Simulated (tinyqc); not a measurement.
Worked calculation: MP2 on RHF in the sto-3g basis, for BH3, spin multiplicity 1. One step of it, computed by the program tinyqc.

Task: Iteration 7 (converged): orbitals. Diagonalise F' = X^T F X, C = X C', fill 4 alpha and 4 beta electrons from the bottom; D = 2 C_occ C_occ^T. Each column has its largest component positive (the first on a tie).

converged F (hartree), lower triangle:
```
            1B 1s      1B 2s     1B 2px     1B 2py    1B 2pz      2H 1s      3H 1s      4H 1s
1B 1s   -7.421475
1B 2s   -2.175993  -1.060472
1B 2px  -0.000002  -0.000112  -0.136984
1B 2py   0.000000   0.000000   0.000000  -0.136919
1B 2pz  -0.000429   0.004284   0.000005   0.000000  0.243412
2H 1s   -0.412803  -0.484901  -0.371028   0.000000  0.004676  -0.328063
3H 1s   -0.412342  -0.484609   0.185398  -0.321256  0.004671  -0.102904  -0.327807
4H 1s   -0.412342  -0.484609   0.185398   0.321256  0.004671  -0.102904  -0.102757  -0.327807
```

X, lower triangle:
```
            1B 1s      1B 2s     1B 2px     1B 2py    1B 2pz      2H 1s      3H 1s     4H 1s
1B 1s    1.033000
1B 2s   -0.172963   1.305548
1B 2px  -0.000015   0.000178   1.153963
1B 2py   0.000000   0.000000   0.000000   1.153923
1B 2pz   0.000576  -0.005038  -0.000004   0.000000  1.000092
2H 1s    0.026233  -0.275405  -0.296445   0.000000  0.005036   1.192085
3H 1s    0.026223  -0.275134   0.148050  -0.256576  0.005030  -0.011283   1.191818
4H 1s    0.026223  -0.275134   0.148050   0.256576  0.005030  -0.011283  -0.011304  1.191818
```

Give: F' = X^T F X; orbital energies; coefficients C; D after iteration 7.

Result:

F' = X^T F X (hartree), lower triangle:
```
        1       2       3       4      5       6       7      8
1  -7.228
2  -1.184  -0.241
3   0.000   0.000   0.168
4   0.000   0.000   0.000   0.169
5   0.000  -0.003   0.000   0.000  0.244
6  -0.030  -0.350  -0.437   0.000  0.006   0.025
7  -0.030  -0.349   0.218  -0.378  0.006  -0.028   0.025
8  -0.030  -0.349   0.218   0.378  0.006  -0.028  -0.028  0.025
```

orbital energies (hartree): MO1 -7.427, MO2 -0.626, MO3 -0.427, MO4 -0.427, MO5 0.243, MO6 0.552, MO7 0.649, MO8 0.649

coefficients C:
```
           MO1     MO2     MO3     MO4     MO5     MO6     MO7     MO8
1B 1s    0.991  -0.225   0.000   0.000  -0.009  -0.257   0.000  -0.001
1B 2s    0.034   0.602   0.000   0.000   0.037   1.263   0.000   0.004
1B 2px   0.000   0.000   0.501   0.000   0.000  -0.003   0.000   1.101
1B 2py   0.000   0.000   0.000   0.501   0.000   0.000   1.101   0.000
1B 2pz   0.000  -0.003   0.000   0.000   0.999  -0.041   0.000   0.000
2H 1s   -0.006   0.278   0.533   0.000  -0.014  -0.672   0.000  -0.879
3H 1s   -0.006   0.277  -0.267   0.462  -0.014  -0.676  -0.759   0.436
4H 1s   -0.006   0.277  -0.267  -0.462  -0.014  -0.676   0.759   0.436
```

D after iteration 7, lower triangle:
```
         1B 1s   1B 2s  1B 2px  1B 2py  1B 2pz   2H 1s   3H 1s  4H 1s
1B 1s    2.066
1B 2s   -0.203   0.728
1B 2px   0.000   0.000   0.502
1B 2py   0.000   0.000   0.000   0.502
1B 2pz   0.001  -0.004   0.000   0.000   0.000
2H 1s   -0.136   0.334   0.534   0.000  -0.002   0.722
3H 1s   -0.136   0.334  -0.267   0.462  -0.002  -0.130   0.723
4H 1s   -0.136   0.334  -0.267  -0.462  -0.002  -0.130  -0.130  0.723
```
